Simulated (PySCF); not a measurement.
## Reproducing measurements on C2F3N

**Experimental background.**

From NIST CCCBDB Release 22 (SRD 101), experimental dipoles, for the gas: dipole moment (dielectric constant and refractivity) 1.33 D.

The results are set against them at the end.

Species: C2F3N.
Numbering: `[N:1]#[C:2][C:3]([F:4])([F:5])[F:6]`

Cartesian coordinates in Å at the PBE0-D3(BJ)/def2-TZVP level; atoms count from 1:
```
atom  x, y, z in Å
N1     2.165    0.165   -0.134
C2     1.024    0.076   -0.069
C3    -0.450   -0.041    0.019
F4    -1.027    0.994   -0.577
F5    -0.831   -0.068    1.289
F6    -0.857   -1.156   -0.573
```

Runs made with PySCF (gas phase, on this PBE0-D3(BJ)/def2-TZVP geometry; no spin–orbit coupling):

```tsv
level	job	basis functions	wall time
PBE0-D3(BJ)/def2-TZVP, grid level 2	geometry optimisation from a GFN2-xTB start shaken at random	186	70 s
B97-2/pcSseg-2	shieldings	216	14 s
KT3/pcSseg-2	shieldings	216	20 s
PBE0/pcSseg-2	shieldings, charges and field gradients	216	16 s
wB97X-D/pcSseg-2	shieldings	216	18 s
CAM-B3LYP/aug-cc-pVTZ	10 singlets by full TDDFT, 4 Tamm–Dancoff triplets, polarisability	276	39 s
PBE0/aug-cc-pVTZ	10 singlets by full TDDFT, 4 Tamm–Dancoff triplets, polarisability, dynamic polarisability	276	39 s
wB97X-D/aug-cc-pVTZ	10 singlets by full TDDFT, 4 Tamm–Dancoff triplets, polarisability, ΔSCF ions	276	1.8 min
```

Hardware: one thread, Arm Neoverse V1 (aarch64), no GPU (shared host).

**Comparison with experiment**

**Dipole moment.** Measured: 1.33 D (NIST CCCBDB Release 22 (SRD 101), experimental dipoles).

```tsv
level	computed (D)	computed − measured (D)	% (from the printed values)
PBE0-D3(BJ)/def2-TZVP	1.41	+0.08	+6
B97-2/pcSseg-2	1.37	+0.04	+3
KT3/pcSseg-2	1.38	+0.05	+4
PBE0/pcSseg-2	1.37	+0.04	+3
wB97X-D/pcSseg-2	1.39	+0.06	+5
CAM-B3LYP/aug-cc-pVTZ	1.38	+0.05	+4
PBE0/aug-cc-pVTZ	1.41	+0.08	+6
wB97X-D/aug-cc-pVTZ	1.43	+0.10	+8
```

All 8 levels lie above the measurement. The computed dipoles belong to one fixed geometry; measured ones are averaged over vibrations unless marked μe. Magnitudes are compared, not signs.

The geometry is computed, not the measured one. Where a level misses, the cause wasn't examined.
